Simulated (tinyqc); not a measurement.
Inside a calculation. Method: Pariser-Parr-Pople SCF with singles CI, for the molecule Oc1c[cH+]1 (SMILES; centres numbered as the heavy atoms are written). One step of it, computed by the program tinyqc.

Task: Iteration 2: orbitals and new P. Diagonalise F (the basis is taken as orthonormal) and form P = 2 sum c c over the lowest orbitals.

F (eV):
```
            1O          2C          3C          4C
1O  -14.898926   -5.282763    0.784417    0.784417
2C   -5.282763  -12.362884   -4.214593   -4.214593
3C    0.784417   -4.214593  -10.543134   -5.272384
4C    0.784417   -4.214593   -5.272384  -10.543134
```

pi electrons, sum of z_r less the charge = 4

Give: orbital energies; P after iteration 2.

Result:

orbital energies (eV): -21.3997  -16.3783  -5.2994  -5.2708

P after iteration 2:
```
         1O      2C       3C       4C
1O   1.5655  0.6970  -0.3118  -0.3118
2C   0.6970  0.8819   0.5001   0.5001
3C  -0.3118  0.5001   0.7763   0.7763
4C  -0.3118  0.5001   0.7763   0.7763
```
